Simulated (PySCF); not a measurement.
Rows and methods have been separated. Pair them.

Species: C4H11OP.
InChI=1S/C4H11OP/c1-3-6(5)4-2/h6H,3-4H2,1-2H3

The closed-shell ground state was solved 4 times with PySCF (density fitting, gas phase), always in the pcSseg-1 basis (164 functions), with these functionals: B97-2, BHandHLYP, LC-wPBE and wB97X-D. The structure is a single PBE0-D3(BJ)/def2-SVP conformer in the gas phase; no vibrational or solvent corrections.

```csv
row,total energy (Eh),HOMO (eV),LUMO (eV),dipole (D)
P,-575.4526,-8.84,1.69,4.46
Q,-575.5284,-9.37,2.80,4.30
R,-575.3702,-10.18,3.19,4.37
S,-575.5437,-7.19,1.03,4.24
```

Q: Which functional belongs to which row?

A: P = BHandHLYP, Q = wB97X-D, R = LC-wPBE, S = B97-2. By rising HOMO–LUMO gap: B97-2 (global hybrid, 21 % exact exchange) 8.22 eV; BHandHLYP (global hybrid, 50 % exact exchange) 10.53 eV; wB97X-D (range-separated hybrid) 12.17 eV; LC-wPBE (range-separated hybrid) 13.37 eV. Total energies of different functionals aren't bounds to one another; each is stationary for its own functional.

Shape of the structure used: `[CH3:1][CH2:2][PH:3](=[O:4])[CH2:5][CH3:6]`: C1–C2–P3–O4 -175°, C2–P3–C5–C6 175°.

wB97X-D is run here without its empirical dispersion term; that term would change no orbital, density or response property at a fixed geometry.
